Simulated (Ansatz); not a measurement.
# Scan of [SiH3···H···Si], triplet

Starting geometry:

```xyz
6

Si   -1.5764    0.0000    0.0000
H    -2.0712    1.3997    0.0000
H    -2.0712   -0.6999    1.2122
H    -2.0712   -0.6999   -1.2122
H    -0.0917    0.0000    0.0000
Si    1.8026    0.0000    0.0000
```

From there H5 is moved from one fragment to the other while all else, the fragments' distance too, stays fixed; atoms are numbered as listed. Energies are in kcal/mol, counted from the starting geometry at the same level. Kohn–Sham curves are unrestricted where that lies lower.

Basis cc-pVDZ; Ansatz 0.2.0. Only valence electrons are correlated (noble-gas cores frozen). Prefix R: restricted or restricted open-shell reference; prefix U: unrestricted.

Full CI isn't at hand for all of this; UCCSDT(Q) serves as the reference, and is uncertain by about the last step of the cluster series.

| distance Si1-H5 (Å) | wB97X-V |
| --- | --- |
| 1.381 | 3.5 |
| 1.485 | 0.0 |
| 1.550 | 0.5 |
| 1.614 | 2.4 |
| 1.679 | 5.8 |
| 1.744 | 10.3 |
| 1.809 | 16.1 |
| 1.874 | 23.1 |
| 1.939 | 31.7 |

Question: Estimate the UCCSDT(Q) curve in cc-pVDZ from this one, knowing how wB97X-V errs.

Answer: The computed UCCSDT(Q) values, in kcal/mol from the starting point, and the error of wB97X-V against them:
```json
{"distance Si1-H5 (Å)": "1.381", "UCCSDT(Q)": "3.2", "wB97X-V less UCCSDT(Q)": "0.3"}
{"distance Si1-H5 (Å)": "1.485", "UCCSDT(Q)": "0.0", "wB97X-V less UCCSDT(Q)": "0.0"}
{"distance Si1-H5 (Å)": "1.550", "UCCSDT(Q)": "0.6", "wB97X-V less UCCSDT(Q)": "-0.1"}
{"distance Si1-H5 (Å)": "1.614", "UCCSDT(Q)": "2.6", "wB97X-V less UCCSDT(Q)": "-0.1"}
{"distance Si1-H5 (Å)": "1.679", "UCCSDT(Q)": "5.8", "wB97X-V less UCCSDT(Q)": "-0.1"}
{"distance Si1-H5 (Å)": "1.744", "UCCSDT(Q)": "10.2", "wB97X-V less UCCSDT(Q)": "0.2"}
{"distance Si1-H5 (Å)": "1.809", "UCCSDT(Q)": "15.5", "wB97X-V less UCCSDT(Q)": "0.5"}
{"distance Si1-H5 (Å)": "1.874", "UCCSDT(Q)": "22.0", "wB97X-V less UCCSDT(Q)": "1.1"}
{"distance Si1-H5 (Å)": "1.939", "UCCSDT(Q)": "29.8", "wB97X-V less UCCSDT(Q)": "1.8"}
```

The error spans 2.0 kcal/mol and is largest, 1.8 kcal/mol, at 1.939 Å.

In so small a basis the reference is far from its limit while semilocal and hybrid functionals are nearer theirs, so the functionals' errors here hold much of the reference's basis and frozen-core error, which can add to them or hide them.
